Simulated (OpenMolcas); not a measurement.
Potential curves of BH⁻: spin-free states

Computed with OpenMolcas 26.06: state-averaged CASSCF(5,5) over B 2s 2p, H 1s, XMS-CASPT2 (IPEA 0.25, imaginary shift 0.2 hartree), scalar X2C, ANO-RCC-VTZP, then RASSI spin–orbit state interaction with atomic mean-field integrals. C2 symmetry about the axis (a holds Σ, Δ, Γ; b holds Π, Φ, H; Σ⁺ and Σ⁻ are not told apart); roots by multiplicity and irrep: 2b 8, 2a 8, 4a 3, 4b 2, 6a 1.

XMS-CASPT2 energies in eV from the lowest point. Curves are followed by energy order within each symmetry, so they are adiabatic and may change character at avoided crossings; Σ⁺ and Σ⁻ are counted together.

| R (Å) | (1)2Π | (1)4Σ | (1)2Σ | (1)2Δ | (1)4Π |
| --- | --- | --- | --- | --- | --- |
| 1.103 | 0.234 | 0.888 | 1.073 | 2.559 | 2.522 |
| 1.167 | 0.071 | 0.775 | 0.932 | 2.442 | 2.431 |
| 1.225 | 0.005 | 0.769 | 0.902 | 2.430 | 2.446 |
| 1.283 | 0.000 | 0.831 | 0.939 | 2.486 | 2.527 |
| 1.347 | 0.047 | 0.957 | 1.037 | 2.605 | 2.674 |
| 1.411 | 0.125 | 1.123 | 1.176 | 2.764 | 2.862 |
| 1.501 | 0.277 | 1.397 | 1.416 | 3.018 | 3.159 |

The 5 lowest clean curves are shown; the next is (2)2Π, from 2.63 eV. Only roots inside an energy window near the equilibrium distance were included, so the list of states is not complete; labels number the states computed. Each spin and symmetry block has orbitals of its own, averaged over its own roots, so gaps between blocks are less sure than gaps within one and near the minimum can be off by tenths of an eV, in bad cases by more. No Rydberg orbitals are active, so Rydberg states, and σ→σ* states whose orbital the CASSCF left unused, can be missing between those listed. CASPT2 splits the two components of degenerate states numerically, here by up to 4 cm⁻¹. For an anion, states above the electron-detachment threshold (often below 1 to 3 eV) are held by the basis set and are not bound levels. No roots were computed in block 6b (none fell in the window or the block failed), so states of that kind are missing and can lie low or lowest. Points that failed a check (symmetry, reference weights, a jump) are left out.
